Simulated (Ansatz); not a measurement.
**doublet BO: levels of theory in one basis**

```tsv
atom	x (Å)	y (Å)	z (Å)
B	0.0000	0.0000	0.0000
O	0.0000	0.0000	1.1447
```

Basis set: def2-SVP (spherical functions). Left uncorrelated: 2 orbitals. Correlation on ROHF uses semicanonical orbitals with singles. Charge 0, multiplicity 2.

Computed with Ansatz (development build ahead of 0.2.0); each method stands on the lowest determinant of its kind that the runs found.

```tsv
method	E − E(ROHF) (eV)	<S²> of the determinant
ROHF	0.00	–
UHF	-0.09	0.79
ROHF-MP2	-6.45	–
UHF-MP2	-6.44	0.79
ROHF-CCSD(T)	-6.81	–
UHF-CCSD(T)	-6.81	0.79
```
